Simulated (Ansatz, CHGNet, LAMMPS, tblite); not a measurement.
**How well does each level of theory give the equilibrium lattice constant a of zinc-blende ZnS?**

Reference value: 5.41 Å (measured, room temperature, not corrected to a static lattice; as tabulated in Albrecht et al. (1997), arXiv:cond-mat/9706128).

```csv
level (code),value (Å),difference (%)
Stillinger–Weber CdTeZnSeHgS0.sw (LAMMPS),5.406,-0.07
IPEA1-xTB (tblite),5.381,-0.54
CHGNet-r²SCAN (CHGNet),5.388,-0.41
LDA (Ansatz),5.296,-2.11
PBE (Ansatz),5.443,+0.61
rVV10 (Ansatz),5.453,+0.79
r²SCAN (Ansatz),5.389,-0.39
r²SCAN+rVV10 (Ansatz),5.368,-0.78
HSE06 (Ansatz),5.425,+0.28
```

Leaving aside Stillinger–Weber CdTeZnSeHgS0.sw, IPEA1-xTB, which can be fitted to such values or carry a doubt: The reference is not for a static lattice or low temperature, so close values are not ranked against it. Off by more than 1.25 % (a bound picked here): LDA (-2.11 %).

Published values of wave-function and many-body methods: 5.591 Å (published HF value, static lattice; Albrecht et al. (1997), arXiv:cond-mat/9706128).

The reference has no zero-point or thermal correction, while the calculations are for a static lattice, so the differences are not the levels' errors alone. A static lattice is as a rule a little smaller than the measured one.  Stillinger–Weber CdTeZnSeHgS0.sw: the potential file covers more elements than this solid holds. IPEA1-xTB: this parameter set was refitted to ionisation energies, not structures. IPEA1-xTB: the run uses a supercell at the zone centre in place of a k mesh. Cutoffs and k meshes differ between the levels. Ansatz's density-functional and Hartree–Fock values are scalar-relativistic unless marked +SOC, with PAW data made under PBE.

Empirical potentials (Stillinger–Weber CdTeZnSeHgS0.sw) are fitted to chosen data, which need not cover the solid at hand: agreement can be built in, and what lay outside the fit can be far off. Machine-learned potentials (CHGNet-r²SCAN) are trained on DFT data, which may include these solids.

Differences are worked out from the printed values.

Ansatz is an electronic-structure program.
